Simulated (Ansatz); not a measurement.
Rutile MnF2 was calculated with PBEsol (Ansatz, an electronic-structure program, plane waves, PAW).

Settings: plane-wave cutoff 520 eV, 8×8×10 k mesh (along the axes of the cell as run), spin-polarised with opposed moments, scalar-relativistic PAW data made under PBE.

Cell (relaxed at this level):

```cif
data_F4Mn2
_chemical_formula_sum 'Mn2 F4'
_space_group_name_H-M_alt 'P 1'
_space_group_IT_number 1
_cell_length_a 4.85415
_cell_length_b 4.85415
_cell_length_c 3.27274
_cell_angle_alpha 90.000
_cell_angle_beta 90.000
_cell_angle_gamma 90.000
loop_
_space_group_symop_operation_xyz
  'x, y, z'
loop_
_atom_site_label
_atom_site_type_symbol
_atom_site_fract_x
_atom_site_fract_y
_atom_site_fract_z
_atom_site_occupancy
Mn1 Mn 0.00000 0.00000 0.00000 1
Mn2 Mn 0.50000 0.50000 0.50000 1
F1 F 0.30310 0.30310 0.00000 1
F2 F 0.80310 0.19690 0.50000 1
F3 F 0.19690 0.80310 0.50000 1
F4 F 0.69690 0.69690 0.00000 1
```

Task: Predict the elastic constant C11, polycrystal shear modulus (Hill average), Young modulus, Poisson ratio, elastic constant C44, elastic constant C12, elastic constant C13, elastic constant C33 and elastic constant C66.

Result: 
- elastic constant C11: 106 GPa
- polycrystal shear modulus (Hill average): 27.4 GPa
- Young modulus: 74.9 GPa
- Poisson ratio: 0.367
- elastic constant C44: 25.8 GPa
- elastic constant C12: 86.1 GPa
- elastic constant C13: 78.3 GPa
- elastic constant C33: 161 GPa
- elastic constant C66: 66.7 GPa

Elastic constants are with the ions relaxed.

Computing time: roughly 70 core-minutes.
